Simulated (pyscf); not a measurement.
## Routes from HO–SiH=AsH + H₂

Candidate steps break at most two bonds and form at most two. Each was searched with GFN2-xTB (tblite) first. Optimised with ωB97X-D3(BJ)/def2-SVP in PySCF. Energies: ωB97M-D3(BJ)/def2-TZVP, kcal/mol, from the separated reactants, singlet surface; ΔG‡ with ideal gas, 1 atm, RRHO with modes under 100 cm⁻¹ raised to 100, one conformer, R ln 2 for chiral ones without a mode under 150 cm⁻¹.

```json
[
 {"products": "H₂Si=AsH + H₂O", "type": "four-centre exchange", "ΔE‡": "36.0", "ΔE": "+18.3", "ΔG‡ 298 K": "45.6", "ΔG‡ 900 K": "64.0", "ν‡ (cm⁻¹)": "1539i"},
 {"products": ":HSi–AsH₂ [singlet] + H₂O", "type": "concerted two-bond exchange", "ΔE‡": "50.5", "ΔE": "+35.1", "ΔG‡ 298 K": "59.3", "ΔG‡ 900 K": "77.9", "ν‡ (cm⁻¹)": "829i"}
]
```

Row 1: On the product side the descent ends in an adduct with a O–Si contact, 10.3 kcal/mol under the separated species and 29.0 kcal/mol under the saddle at ωB97X-D3(BJ)/def2-TZVP. Row 2: On the product side the descent ends in an adduct with a O–Si contact, 17.0 kcal/mol under the separated species and 31.7 kcal/mol under the saddle at ωB97X-D3(BJ)/def2-TZVP. 

Plain bond fissions and candidates not yet searched are not listed, and one of them may be faster. Each barrier is that of the saddle found; lower ones may exist. Elements up to Kr have no core potential and no relativistic terms here.
